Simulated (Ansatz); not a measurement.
A made-up structure of CH2LiO, doublet:

Li1  (-1.659, 1.108, -0.081)
C2  (-0.276, -0.205, -0.069)
O3  (1.092, -0.269, 0.119)
H4  (-0.566, -1.252, -0.261)
H5  (0.461, -0.945, 0.109)
(Å)

It is relaxed with PBE-D4/def2-SVP and then PBE0-D4/def2-TZVP (Ansatz 0.2.0). Atoms count as bonded within 1.22 times the sum of their covalent radii (H–H: 0.88 Å). The end point is not checked to be a true minimum.

Q: Does its bonding change? (A judgement: the text doesn't fix the answer.)

A: Computed: Yes. Formed: none; broken: C2–H5.

Where it ends: The first stage lowers the energy by 3.42 eV in 10 steps. It ends as CH₂LiO ([Li][CH][OH]):
```
5
angstrom
Li -1.5881 1.3316 -0.1092
C -0.5430 -0.2666 -0.1098
O 0.8132 -0.2204 0.2046
H -0.8309 -1.3089 -0.3300
H 1.2011 -1.0988 0.1618
```

Labels in which every atom is bracketed show which atoms are joined, not bond orders.

For scale, one of the runs: PBE0-D4/def2-TZVP relaxation, 88 basis functions, launched by `ansatz run in.yaml --threads 2 --pin off --events-out ev --progress --plain --max-ram 4352MiB`. Hardware: 2 CPU threads of an Arm Neoverse V1, shared host. Wall time about 14 s.
